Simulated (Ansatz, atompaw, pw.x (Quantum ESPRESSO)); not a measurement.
## pw.x on fcc F: one setting changed

Potential: PAW, atompaw 4.2.0.5, LDA (PW92); core [He], reference 2s2 2p5; waves: 2s (bound): rc 1.60 bohr; 2s channel at -1.85 Ry: rc 1.60 bohr; 2p (bound): rc 1.60 bohr; 2p channel at 3.25 Ry: rc 1.60 bohr; local part: vpsmatchnc scheme with l = 2 at 1 Ry, radius 1.20 bohr; core correction: smooth core density matched at 1.20 bohr; augmentation: besselshape compensation charge, radius 1.25 bohr; PAW radius 1.60 bohr; waves and projectors: custom polynom2 7 10 vanderbiltortho.

The reference run (k-mesh 17³, cutoffs 45/450 Ry, Fermi–Dirac 0.01 Ry, mixing_beta 0.4, conv_thr 1e-9, no spin) gives -0.09 GPa at 8.517 Å³/atom, where all-electron LAPW gives -0.06 GPa. This run, with its own iteration cap, changes k-mesh points per axis to 4.

```
&control
  calculation='scf', prefix='x', pseudo_dir='./', outdir='./tmp', tstress=.true., disk_io='none'
/
&system
  ibrav=0, nat=1, ntyp=1, ecutwfc=45, ecutrho=450, nbnd=11,
  occupations='smearing', smearing='fd', degauss=0.01
/
&electrons
  conv_thr=1e-09, mixing_beta=0.4, electron_maxstep=60
/
ATOMIC_SPECIES
F 1.0 F.UPF
CELL_PARAMETERS angstrom
  0.00000000 1.62088505 1.62088505
  1.62088505 0.00000000 1.62088505
  1.62088505 1.62088505 0.00000000
ATOMIC_POSITIONS crystal
F 0.0000 0.0000 0.0000
K_POINTS automatic
4 4 4 0 0 0
```

```bash
pw.x < F.scf.in > F.scf.out
```

How does the run end?

It converges in 6 iterations; the free energy moves by -89.5 meV/atom and the pressure by -2.97 GPa.

```
Message from routine setup:
     using ibrav=0 with symmetry is DISCOURAGED, use correct ibrav instead
     lattice parameter (alat)  =       4.3318  a.u.
     unit-cell volume          =      57.4756 (a.u.)^3
     number of electrons       =         7.00
     number of Kohn-Sham states=           11
     kinetic-energy cutoff     =      45.0000  Ry
     charge density cutoff     =     450.0000  Ry
     scf convergence threshold =      1.0E-09
     Exchange-correlation= SLA PW NOGX NOGC
     number of k points=     8  Fermi-Dirac smearing, width (Ry)=  0.0100
     iteration #  1     ecut=    45.00 Ry     beta= 0.40
     total energy              =     -58.03049322 Ry
     estimated scf accuracy    <       0.00044769 Ry
     iteration #  2     ecut=    45.00 Ry     beta= 0.40
     total energy              =     -58.03056860 Ry
     estimated scf accuracy    <       0.00000756 Ry
     iteration #  3     ecut=    45.00 Ry     beta= 0.40
     total energy              =     -58.03057721 Ry
     estimated scf accuracy    <       0.00000163 Ry
     iteration #  4     ecut=    45.00 Ry     beta= 0.40
     total energy              =     -58.03057739 Ry
     estimated scf accuracy    <       0.00000002 Ry
     iteration #  5     ecut=    45.00 Ry     beta= 0.40
     total energy              =     -58.03057740 Ry
     estimated scf accuracy    <          1.8E-09 Ry
     iteration #  6     ecut=    45.00 Ry     beta= 0.40
     the Fermi energy is     0.4838 ev
!    total energy              =     -58.03057740 Ry
     estimated scf accuracy    <          3.3E-11 Ry
     smearing contrib. (-TS)   =      -0.00756719 Ry
     The total energy is F=E-TS. E is the sum of the following terms:
     one-electron contribution =     -12.84150128 Ry
     hartree contribution      =      12.66001367 Ry
     xc contribution           =      -9.20086144 Ry
     ewald contribution        =     -36.67256408 Ry
     one-center paw contrib.   =     -11.96809709 Ry
     convergence has been achieved in   6 iterations
          total   stress  (Ry/bohr**3)                   (kbar)     P=      -30.68
     Message from routine punch:
     Nothing written, as per user request (disk_io='none')
```

The run took about 1.1 s on one core of a shared host (AMD EPYC 9R45 96-Core Processor, 96 threads, 376 GiB, load 19).
